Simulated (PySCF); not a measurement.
SMILES C/C=C\O (C3H6O) (B3LYP/def2-SVP optimised geometry):

```
10

C      1.481    -1.018     0.000
C     -0.020    -1.018     0.000
C     -0.790     0.077     0.000
O     -0.279     1.344     0.000
H      1.884    -1.543    -0.884
H      1.880     0.006    -0.002
H      1.884    -1.540     0.886
H     -0.540    -1.980     0.000
H     -1.884     0.000     0.000
H     -1.001     1.980     0.002
```

Method: PySCF with B3LYP/def2-TZVP.

Question: What are the frontier orbital energies and the dipole moment?

Answer: HOMO-2 -9.88 eV, HOMO-1 -9.44 eV, HOMO -6.09 eV, LUMO 0.46 eV, LUMO+1 0.81 eV; dipole moment 1.60 D.

Meta-Löwdin charges at B3LYP/def2-TZVP: C1 -0.33, C2 -0.18, C3 0.07, O4 -0.48, H5 0.11, H6 0.12, H7 0.11, H8 0.11, H9 0.10, H10 0.35.
